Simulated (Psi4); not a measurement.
# P4 (SMILES P12P3P1P23): PBE/def2-SVPD

Aim: the vertical singlet–triplet gap of P4 at PBE/def2-SVPD, from 2 runs. 

The results are computed with Psi4 1.11.

3 further runs of the same task are left out: 2 that didn't finish, 1 set aside as unsound or not needed.

## 1. The molecule

P4 has 4 atoms, charge 0, and is taken as a singlet. As SMILES, `P12P3P1P23`. Geometry: relaxed at PBE0-D4/def2-TZVP.

Bond lengths: P1–P2 2.184 Å, P1–P3 2.184 Å, P2–P3 2.184 Å, P1–P4 2.184 Å, P2–P4 2.184 Å, P3–P4 2.184 Å. Some angles: P1–P2–P3 60.0°, P1–P2–P4 60.0°, P3–P2–P4 60.0°, P2–P1–P3 60.0°, P2–P1–P4 60.0°, P3–P1–P4 60.0°, P1–P3–P2 60.0°, P1–P3–P4 60.0°, P2–P3–P4 60.0°, P1–P4–P2 60.0°.

## 2. Energy and forces at PBE/def2-SVPD

File p4.inp:

```
memory 1600 mb

molecule mol {
  0 1
  P
  P 1 2.183836
  P 1 2.183749 2 60.00032
  P 3 2.183747 1 60.00076 2 -70.53034
  symmetry c1
  no_reorient
  no_com
}

set basis def2-SVPD
set puream true
set e_convergence 1e-09
set d_convergence 1e-08
set scf_type pk
set dft_radial_points 99
set dft_spherical_points 590

e, wfn = gradient('pbe', return_wfn=True)
oeprop(wfn, 'QUADRUPOLE', 'DIPOLE', 'MAYER_INDICES', title='PBE')
print_variables()
```

Command:

```sh
$ psi4 -i p4.inp -o p4.out -n 1
```

p4.out:

```text
[...]
  Running in c1 symmetry.
[...]
  Nuclear repulsion =  327.132413600121595
[...]
  Multiplicity = 1
[...]
  Nalpha       = 30
  Nbeta        = 30
[...]
    Number of basis functions: 96
[...]
   @RKS iter   1: -1364.32520623395772    2.68864e-01   4.19271e-03 ADIIS/DIIS
[...]
   @RKS iter   9: -1364.43337852649029    0.00000e+00   5.81065e-09 DIIS
[...]
    Orbital Energies [Eh]
    ---------------------
    Doubly Occupied:
       1A    -76.323414     2A    -76.323380     3A    -76.323377
       4A    -76.323375     5A     -6.335757     6A     -6.335704
       7A     -6.335702     8A     -6.335701     9A     -4.557732
      10A     -4.557238    11A     -4.557236    12A     -4.557234
      13A     -4.555515    14A     -4.555515    15A     -4.555483
      16A     -4.555483    17A     -4.555482    18A     -4.555367
      19A     -4.555366    20A     -4.555365    21A     -0.759733
      22A     -0.495570    23A     -0.495560    24A     -0.495556
      25A     -0.322913    26A     -0.273165    27A     -0.273156
      28A     -0.273151    29A     -0.245375    30A     -0.245373
[...]
  @RKS Final Energy: -1364.43337852649029
   => Energetics <=
    Nuclear Repulsion Energy =            327.1324136001215948
    One-Electron Energy =               -2539.3538870972311088
    Two-Electron Energy =                 940.1522576722579743
    DFT Exchange-Correlation Energy =     -92.3641627016387758
    Empirical Dispersion Energy =           0.0000000000000000
    VV10 Nonlocal Energy =                  0.0000000000000000
    Total Energy =                      -1364.4333785264902872
[...]
  -Total Gradient:
     Atom            X                  Y                   Z
    ------   -----------------  -----------------  -----------------
       1       -0.008373217311     0.011842476773     0.020489073702
       2       -0.008353551954     0.011823576773    -0.020469785672
       3       -0.008375687737    -0.023676347038    -0.000008273615
       4        0.025101661792     0.000007850154    -0.000012253587
[...]
 Multipole Moments:
 ------------------------------------------------------------------------------------
     Multipole            Electronic (a.u.)      Nuclear  (a.u.)        Total (a.u.)
 ------------------------------------------------------------------------------------
 L = 1.  Multiply by 2.5417464519 to convert [e a0] to [Debye]
 Dipole X            :         -0.0000021           -0.0000000           -0.0000021
 Dipole Y            :          0.0000019            0.0000000            0.0000019
 Dipole Z            :         -0.0000040            0.0000000           -0.0000040
 Magnitude           :                                                    0.0000049
 L = 2.  Multiply by 1.3450342976 to convert [e a0^2] to [Debye ang]
 Quadrupole XX       :       -165.6367372          127.7258074          -37.9109299
 Quadrupole XY       :          0.0033220           -0.0034967           -0.0001748
[...]
```

Wall time 23 s (1 thread of Intel Xeon Platinum 8259CL at 2.50GHz (Skylake/Cascade Lake), shared host); peak memory 0.63 GiB.

## 3. The triplet at the same level

File p4.json:

```json
{
  "schema_name": "qcschema_input",
  "schema_version": 1,
  "molecule": {
    "schema_name": "qcschema_molecule",
    "schema_version": 2,
    "symbols": ["P", "P", "P", "P"],
    "geometry": [-1.3696735, -0.18897261, 2.11535942, 2.44700636, 0.20749193, 0.59658654, -0.34959933, -2.06301401, -1.41691665, -0.72773353, 2.04449469, -1.29484034],
    "molecular_charge": 0,
    "molecular_multiplicity": 3,
    "fix_symmetry": "c1"
  },
  "driver": "gradient",
  "model": {
    "method": "pbe",
    "basis": "def2-SVPD"
  },
  "keywords": {
    "reference": "uks",
    "puream": true,
    "e_convergence": 1e-09,
    "d_convergence": 1e-08,
    "scf_type": "pk",
    "dft_radial_points": 99,
    "dft_spherical_points": 590,
    "maxiter": 100,
    "scf_properties": ["LOWDIN_CHARGES", "MULLIKEN_CHARGES", "DIPOLE"]
  }
}
```

Command:

```sh
$ psi4 --qcschema p4.json -n 1 --memory 1600MB
```

stdout, shortened:

```text
[...]
  Running in c1 symmetry.
[...]
  Nuclear repulsion =  327.132424419381664
[...]
  Multiplicity = 3
[...]
  Nalpha       = 31
  Nbeta        = 29
[...]
    Number of basis functions: 96
[...]
   @UKS iter   1: -1364.16171357270468    4.32357e-01   3.86760e-03 ADIIS/DIIS
[...]
   @UKS iter  28: -1364.25959779620575   -1.38698e-11   9.73819e-09 DIIS
[...]
   @S^2 Observed:                2.010006467E+00
[...]
  @UKS Final Energy: -1364.25959779620575
   => Energetics <=
    Nuclear Repulsion Energy =            327.1324244193816639
    One-Electron Energy =               -2538.7295077359362949
    Two-Electron Energy =                 939.7226166445879016
    DFT Exchange-Correlation Energy =     -92.3851311242389812
    Empirical Dispersion Energy =           0.0000000000000000
    VV10 Nonlocal Energy =                  0.0000000000000000
    Total Energy =                      -1364.2595977962057532
[...]
 Multipole Moments:
 ------------------------------------------------------------------------------------
     Multipole            Electronic (a.u.)      Nuclear  (a.u.)        Total (a.u.)
 ------------------------------------------------------------------------------------
 L = 1.  Multiply by 2.5417464519 to convert [e a0] to [Debye]
 Dipole X            :         -0.0008559           -0.0000000           -0.0008559
 Dipole Y            :         -0.0007185            0.0000000           -0.0007185
 Dipole Z            :         -0.0005691           -0.0000000           -0.0005691
 Magnitude           :                                                    0.0012540
[...]
  Mulliken Charges: (a.u.)
   Center  Symbol    Alpha    Beta     Spin     Total
       1     P     7.74994  7.25006  0.49987 -0.00000
       2     P     7.75140  7.24871  0.50269 -0.00010
       3     P     7.74860  7.25129  0.49732  0.00011
[...]
  -Total Gradient:
     Atom            X                  Y                   Z
    ------   -----------------  -----------------  -----------------
       1        0.060766080740    -0.030600662012    -0.049595995550
       2       -0.078611475408     0.030444602686     0.005121568377
       3       -0.032406226984     0.067439903917     0.038070276186
       4        0.050251297668    -0.067281098878     0.006406100942
[...]
```

The result, in JSON:

```text
{
 "driver": "gradient",
 "model": {
  "method": "pbe",
  "basis": "def2-SVPD"
 },
 "success": true,
 "return_result": [0.06076608073998724, -0.030600662012388778, -0.0495959955499036, -0.07861147540771127, 0.030444602686496278, 0.005121568377350907, -0.0324062269842975, 0.06743990391662535, 0.03807027618631227, 0.05025129766754163, -0.06728109887765403, 0.006406100941564533],
 "properties": {
  "calcinfo_nbasis": 96,
  "calcinfo_nmo": 96,
  "calcinfo_nalpha": 31,
  "calcinfo_nbeta": 29,
  "calcinfo_natom": 4,
  "nuclear_repulsion_energy": 327.13242441938166,
  "return_energy": -1364.2595977962058,
  "return_gradient": [0.06076608073998724, -0.030600662012388778, -0.0495959955499036, -0.07861147540771127, 0.030444602686496278, 0.005121568377350907, -0.0324062269842975, 0.06743990391662535, 0.03807027618631227, 0.05025129766754163, -0.06728109887765403, 0.006406100941564533],
  "scf_one_electron_energy": -2538.7295077359363,
  "scf_two_electron_energy": 939.7226166445879,
  "scf_xc_energy": -92.38513112423898,
  "scf_dipole_moment": [-0.0008558589271779327, -0.0007185463795181535, -0.0005690521709774687],
  "scf_total_energy": -1364.2595977962058,
  "scf_total_gradient": [0.06076608073998724, -0.030600662012388778, -0.0495959955499036, -0.07861147540771127, 0.030444602686496278, 0.005121568377350907, -0.0324062269842975, 0.06743990391662535, 0.03807027618631227, 0.05025129766754163, -0.06728109887765403, 0.006406100941564533],
  "scf_iterations": 28
 }
}
```

Wall time 53 s (1 thread of Intel Xeon Platinum 8259CL at 2.50GHz (Skylake/Cascade Lake), shared host); peak memory 0.63 GiB.

## 4. Results

At PBE/def2-SVPD:

```
                                        quantity           value
                           singlet: total energy  -1364.43338 Eh
                          singlet: dipole moment          0.00 D
                            singlet: HOMO energy        -6.68 eV
                            singlet: LUMO energy        -1.51 eV
                          singlet: HOMO–LUMO gap         5.17 eV
               singlet: largest force on an atom      1.291 eV/Å
                           triplet: total energy  -1364.25960 Eh
                          triplet: dipole moment          0.00 D
     triplet: HOMO energy (highest over α and β)        -2.16 eV
                                   triplet: ⟨S²⟩           2.010
               triplet: largest force on an atom      4.343 eV/Å
vertical energy of the triplet above the singlet        4.729 eV
```

At this shape the triplet lies 4.73 eV (109 kcal/mol) above the singlet. The largest force (singlet) is 1.29 eV/Å: the shape isn't a stationary point for this species at this level.
